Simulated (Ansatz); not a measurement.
C₄H₆OS (`C#CCS(C)=O`) at its PBE0-D4/def2-TZVP geometry, where that method's forces vanish. Total charge 0; spin multiplicity 1.

```json
{"atom": "C1", "x (Å)": "-1.851", "y (Å)": "-0.412", "z (Å)": "-1.373"}
{"atom": "C2", "x (Å)": "-1.073", "y (Å)": "0.368", "z (Å)": "-0.896"}
{"atom": "C3", "x (Å)": "-0.124", "y (Å)": "1.262", "z (Å)": "-0.289"}
{"atom": "S4", "x (Å)": "0.666", "y (Å)": "0.601", "z (Å)": "1.241"}
{"atom": "C5", "x (Å)": "1.227", "y (Å)": "-0.955", "z (Å)": "0.547"}
{"atom": "O6", "x (Å)": "-0.408", "y (Å)": "0.283", "z (Å)": "2.203"}
{"atom": "H7", "x (Å)": "-2.553", "y (Å)": "-1.088", "z (Å)": "-1.800"}
{"atom": "H8", "x (Å)": "-0.601", "y (Å)": "2.186", "z (Å)": "0.047"}
{"atom": "H9", "x (Å)": "0.692", "y (Å)": "1.525", "z (Å)": "-0.969"}
{"atom": "H10", "x (Å)": "0.367", "y (Å)": "-1.511", "z (Å)": "0.172"}
{"atom": "H11", "x (Å)": "1.952", "y (Å)": "-0.765", "z (Å)": "-0.247"}
{"atom": "H12", "x (Å)": "1.704", "y (Å)": "-1.495", "z (Å)": "1.364"}
```

Problem. For each bond, give half the difference of the two atoms' forces along it (eV/Å; positive pushes the atoms apart) under PBE-D4, r2SCAN-D4, B3LYP-D4, ωB97M-V in def2-TZVPP. (Estimate.)

Solution. Computed: 
| bond | length (Å) | PBE-D4 | r2SCAN-D4 | B3LYP-D4 | ωB97M-V |
| --- | --- | --- | --- | --- | --- |
| C1–C2 | 1.200 | 1.04 | 0.41 | -0.07 | -0.42 |
| C1–H7 | 1.064 | -0.40 | -0.24 | -0.08 | 0.06 |
| C2–C3 | 1.439 | -0.69 | -0.29 | 0.11 | 0.56 |
| C3–S4 | 1.845 | 0.26 | 0.26 | 0.22 | -0.14 |
| C3–H8 | 1.093 | 0.14 | -0.02 | -0.11 | -0.14 |
| C3–H9 | 1.094 | 0.11 | -0.03 | -0.10 | -0.13 |
| S4–C5 | 1.794 | 0.15 | 0.15 | 0.24 | 0.05 |
| S4–O6 | 1.476 | 0.85 | 0.28 | 0.31 | 0.14 |
| C5–H10 | 1.091 | 0.09 | -0.04 | -0.09 | -0.07 |
| C5–H11 | 1.092 | 0.06 | -0.05 | -0.07 | -0.04 |
| C5–H12 | 1.090 | 0.09 | -0.04 | -0.10 | -0.05 |

B3LYP here is the variant with VWN-RPA as its local correlation; programs differ in this.
